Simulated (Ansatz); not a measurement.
`C/N=C(\F)OC` + H₂ → `C/N=C/OC` + H–F  (hydrogenolysis of a C–F bond)

Gas-phase electronic energies from Ansatz, PBE0-D4/def2-TZVP geometries. CCSD(T)/CBS is the MP2 limit (def2-TZVPP, def2-QZVPP) plus CCSD(T) − MP2 in def2-TZVPP, frozen cores. This one scheme is used for every species. Double bonds are as drawn, so ΔE can hold a change between cis and trans. DFT in def2-TZVPP. One conformer a species, not always the lowest.

```csv
level,ΔE (kJ/mol)
r2SCAN-D4,-49.5
B97M-V,-53.0
PBE0-D4,-59.5
r2SCANh-D4,-51.9
CAM-B3LYP-D4,-56.1
BHLYP,-62.4
HF/def2-SVP,-51.7
MP2/def2-QZVPP,-74.0
```

(1) What does CCSD(T)/CBS give? (Estimate.)

Largest T1 diagnostic among the species: 0.013.

Answers

(1) Computed: -72.4 kJ/mol. The listed levels differ from it by 22.9, 19.4, 12.9, 20.5, 16.3, 10.0, 20.7, -1.6 kJ/mol.

At CCSD(T), def2-SVP lies +22.7 kJ/mol from the extrapolated value and def2-TZVPP +4.7 kJ/mol. From PBE to PBE0 (25 % exact exchange), in def2-TZVPP and without D4, ΔE moves by −3.9 kJ/mol.

CCSD(T)/CBS has its own doubt, a few kJ/mol and more with outer-core shells, so smaller differences from it don't rank the levels.
